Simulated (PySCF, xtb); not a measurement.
LiF, SMILES [Li][F].

GFN2-xTB (xtb) at its own geometry gives an orbital gap of 5.17 eV and a dipole moment of 6.06 D.

Coordinates come from a PBE0-D3(BJ)/def2-TZVPD optimisation.

Question: What does ωB97X/def2-TZVPD (PySCF) give? (The exact figures need the calculation; the answer reports its results.)

Answer: gap 10.70 eV (levels -10.50 and 0.20 eV), dipole 6.33 D.
